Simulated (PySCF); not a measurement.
**Ionisation energy of Mg by level of theory**

Mg [Ne] 3s2 (1S) → Mg⁺ [Ne] 3s1 (2S), as a difference of total energies. All numbers are calculated (PySCF 2.14, the non-relativistic Hamiltonian (point nucleus), in aug-cc-pCVTZ). Correlated levels: valence: [Ne] frozen. The calculations carry no spin-orbit coupling.

```csv
method,ionisation energy (eV),error (eV)
UHF,6.606,-1.040
MP2 (valence),7.255,-0.391
SCS-MP2 (valence),7.385,-0.261
CCSD (valence),7.527,-0.119
```

Reference: 7.646 eV (measured; NIST Atomic Spectra Database, ionization energies).

Errors of the correlated levels include the incompleteness of this basis and the frozen core.

With two correlated electrons CCSD is exact in that space.
